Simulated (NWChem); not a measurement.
System: Be

Here is an NWChem input.

```
start job
memory heap 200 mb stack 900 mb global 1100 mb
geometry units angstroms noautosym nocenter noautoz
  Be     0.000000     0.000000     0.000000
end
basis spherical
  * library def2-tzvp
end
dft
  xc xcamb88 1.00 lyp 0.81 vwn_5 0.19 hfexch 1.00
  cam 0.33 cam_alpha 0.19 cam_beta 0.46
  iterations 150
end
property
  response 1 0.0
end
task dft property
```

Excerpt of the output:

```
             Northwest Computational Chemistry Package (NWChem) 7.3.0
             --------------------------------------------------------

                             Geometry "geometry" -> ""
                             -------------------------

 Output coordinates in angstroms (scale by  1.889725989 to convert to a.u.)

  No.       Tag          Charge          X              Y              Z
 ---- ---------------- ---------- -------------- -------------- --------------
    1 Be                   4.0000     0.00000000     0.00000000     0.00000000

 Effective nuclear repulsion energy (a.u.)       0.0000000000

                              NWChem Property Module
                              ----------------------

                                 NWChem DFT Module
                                 -----------------

 Summary of "ao basis" -> "ao basis" (spherical)
 ------------------------------------------------------------------------------
       Tag                 Description            Shells   Functions and Types
 ---------------- ------------------------------  ------  ---------------------
 Be                        def2-tzvp                 9       19   5s3p1d

            General Information
            -------------------
          SCF calculation type: DFT
          Wavefunction type:  closed shell.
          No. of atoms     :     1
          No. of electrons :     4
           Alpha electrons :     2
            Beta electrons :     2
          Charge           :     0
          Spin multiplicity:     1
          Use of symmetry is: off; symmetry adaption is: off
          Maximum number of iterations: 150
          AO basis - number of functions:    19
                     number of shells:     9
          Convergence on energy requested:  1.00D-06
          Convergence on density requested:  1.00D-05
          Convergence on gradient requested:  5.00D-04

              XC Information
              --------------
                     Hartree-Fock (Exact) Exchange  1.000
                   CAM-Becke88 Exchange Functional  1.000
                      VWN V Correlation Functional  0.190 local
              Lee-Yang-Parr Correlation Functional  0.810

           Range-Separation Parameters
           ---------------------------
           Alpha           :  0.19
           Beta            :  0.46
           Gamma           :  0.33
           Short-Range HF  :     F

             Grid Information
             ----------------
          Grid used for XC integration:  medium
          Radial quadrature: Mura-Knowles
          Angular quadrature: Lebedev.
          Tag              B.-S. Rad. Rad. Pts. Rad. Cut. Ang. Pts.
          ---              ---------- --------- --------- ---------
          Be                  1.05       49           8.0       434
          Grid pruning is: on
          Number of quadrature shells:    49
          Spatial weights used:  Erf1

      Superposition of Atomic Density Guess
      -------------------------------------

 Sum of atomic energies:         -14.57257987

      Non-variational initial energy
      ------------------------------

 Total energy =     -14.572580
 1-e energy   =     -19.061640
 2-e energy   =       4.489060
 HOMO         =      -0.309206
 LUMO         =       0.058138

   convergence    iter        energy       DeltaE   RMS-Dens  Diis-err
 ---------------- ----- ----------------- --------- --------- ---------
 d= 0,ls=0.0,diis     1    -14.6477724971 -1.46D+01  5.14D-03  1.97D-02
 d= 0,ls=0.0,diis     2    -14.6489964310 -1.22D-03  3.52D-04  3.07D-05
 d= 0,ls=0.0,diis     3    -14.6489998297 -3.40D-06  1.54D-05  3.27D-08
 d= 0,ls=0.0,diis     4    -14.6489998326 -2.97D-09  9.10D-07  1.24D-10

         Total DFT energy =      -14.648999832632
      One electron energy =      -19.092018037857
           Coulomb energy =        7.188485435556
    Exchange-Corr. energy =       -2.745467230331
 Nuclear repulsion energy =        0.000000000000

 Numeric. integr. density =        3.999999998356

                       DFT Final Molecular Orbital Analysis
                       ------------------------------------

 Vector    1  Occ=2.000000D+00  E=-4.153796D+00
              MO Center=  5.9D-18, -1.3D-17,  1.3D-17, r^2= 6.7D-02
   Bfn.  Coefficient  Atom+Function         Bfn.  Coefficient  Atom+Function
  ----- ------------  ---------------      ----- ------------  ---------------
     1      0.543354  1 Be s                  2      0.535026  1 Be s
     3      0.031948  1 Be s

 Vector    2  Occ=2.000000D+00  E=-2.819341D-01
              MO Center= -2.9D-16,  2.0D-16, -5.4D-16, r^2= 2.3D+00
   Bfn.  Coefficient  Atom+Function         Bfn.  Coefficient  Atom+Function
  ----- ------------  ---------------      ----- ------------  ---------------
     4      0.500506  1 Be s                  3      0.482708  1 Be s
     2     -0.206623  1 Be s                  5      0.130140  1 Be s
     1     -0.120763  1 Be s

 Vector    3  Occ=0.000000D+00  E=-3.422682D-03
              MO Center=  2.6D-18,  5.6D-16, -5.0D-17, r^2= 3.8D+00
   Bfn.  Coefficient  Atom+Function         Bfn.  Coefficient  Atom+Function
  ----- ------------  ---------------      ----- ------------  ---------------
    13      0.582661  1 Be py                 7     -0.386989  1 Be py
    12     -0.316418  1 Be px                 6      0.210157  1 Be px
    14      0.064233  1 Be pz                 8     -0.042662  1 Be pz

 Vector    4  Occ=0.000000D+00  E=-3.422682D-03
              MO Center=  1.7D-15,  2.6D-17,  3.4D-16, r^2= 3.8D+00
   Bfn.  Coefficient  Atom+Function         Bfn.  Coefficient  Atom+Function
  ----- ------------  ---------------      ----- ------------  ---------------
    14      0.550712  1 Be pz                 8     -0.365769  1 Be pz
    12      0.351451  1 Be px                 6     -0.233425  1 Be px
    13      0.130147  1 Be py                 7     -0.086440  1 Be py

 Vector    5  Occ=0.000000D+00  E=-3.422682D-03
              MO Center= -1.2D-15, -4.5D-16,  5.2D-16, r^2= 3.8D+00
   Bfn.  Coefficient  Atom+Function         Bfn.  Coefficient  Atom+Function
  ----- ------------  ---------------      ----- ------------  ---------------
    12      0.469150  1 Be px                14     -0.369229  1 Be pz
     6     -0.311598  1 Be px                13      0.295479  1 Be py
     8      0.245232  1 Be pz                 7     -0.196250  1 Be py

 *** CALLING NEW AORESP DRIVER FOR CLOSED AND OPEN SHELLS ***
 Entering AOResponse driver routine

--------------------------------------------------------------------------------

          -----------------------------------------------
          Solving response equations for perturbing field
          -----------------------------------------------

 number of frequencies:     1
 frequency in a.u.:  0.0000000E+00
 Perturbing field: electric
 Using El. Dipole Length Gauge

 Setting up CPKS with frequency omega =      0.00000000 a.u.

 STATIC response

                                NWChem CPHF Module
                                ------------------

  scftype          =     RHF
  nclosed          =        2
  nopen            =        0
  variables        =       34
  # of vectors     =        3
  tolerance        = 0.10D-03
  level shift      = 0.00D+00
  max iterations   =       50
  max subspace     =       30

 SCF residual:    7.8274084767912019E-007

Iterative solution of linear equations
  No. of variables       34
  No. of equations        3
  Maximum subspace       30
        Iterations       50
       Convergence  1.0D-04

   iter   nsub   residual    time
   ----  ------  --------  ---------
     1      3    2.11D+00       0.1
     2      6    2.78D-01       0.1
     3      9    1.73D-02       0.2
     4     12    5.41D-04       0.2
     5     15    7.18D-06       0.2

 Electric Dipole Response Matrix (nonzero elements):

              1        2        3
    1   42.0609   0.0000   0.0000
    2    0.0000  42.0609  -0.0000
    3    0.0000  -0.0000  42.0609

 ------------------------------------------
 average:        42.06085 + I       0.00000

 DFT Linear Response polarizability / au
 Frequency  =       0.0000000 / au
              X              Y              Z
 -----------------------------------------------
 X      42.0608535      0.0000000      0.0000000
 Y       0.0000000     42.0608535     -0.0000000
 Z       0.0000000     -0.0000000     42.0608535
 -----------------------------------------------
 Eigenvalues =      42.0608535     42.0608535     42.0608535
 Isotropic   =      42.0608535
 Anisotropic =       0.0000000
 -----------------------------------------------

 Magnetic Dipole Response Matrix (nonzero elements):

 Exiting AOResponse driver routine
```

Level: CAM-B3LYP/def2-TZVP.
